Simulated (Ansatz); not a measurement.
```yaml
crystal:
  periodic: [false, false, false]
  atoms:
    - {symbol: W, position_ang: [-0.332789, -0.075665, -0.000311]}
    - {symbol: C, position_ang: [1.859511, -0.075337, 0.003498]}
    - {symbol: O, position_ang: [2.427956, 0.925975, 0.000953]}
basis:
  gaussian: {orbitals: def2-TZVP}
magnetization: {spin_polarized: true, initial_magnetization: 6}
hamiltonian: {xc: pbe0}
relax: {f_tol: 0.004, max_steps: 80}
```

```sh
$ ansatz run in.yaml --threads 1 --pin off --events-out ev --progress --plain --max-ram 2176MiB
```

Steps of the relaxation (energy above the last step; positions in Å, forces in eV/Å):

```
3
step 1, 127.5 meV
W    -0.333   -0.076    0.000   -0.093   -0.245    0.001
C     1.860   -0.075    0.003   -0.516    0.117   -0.001
O     2.428    0.926    0.001    0.609    0.128    0.001
```

```
3
step 2, 61.3 meV
W    -0.386   -0.125    0.000    0.229   -0.099    0.001
C     1.811   -0.010    0.003    0.607    1.511   -0.004
O     2.529    0.910    0.001   -0.836   -1.412    0.004
```

```
3
step 3, 29.1 meV
W    -0.403   -0.159    0.000    0.216   -0.018    0.000
C     1.769    0.052    0.003    1.008    1.356   -0.003
O     2.589    0.882    0.001   -1.223   -1.339    0.003
```

```
3
step 7, 0.0 meV
W    -0.400   -0.189    0.000    0.000    0.000    0.000
C     1.730    0.125    0.003    0.000    0.001    0.000
O     2.625    0.839    0.002    0.000   -0.001    0.000
```

Close pairs at the end: C2–O3 1.146 Å, W1–C2 2.153 Å.

A stationary point of unrestricted PBE0 after 7 steps, with ⟨S²⟩ = 12.006 against 12.00 for a pure state; no frequencies were run, so it isn't proven a minimum. 34 s on 1 thread of Arm Neoverse V1, shared host.
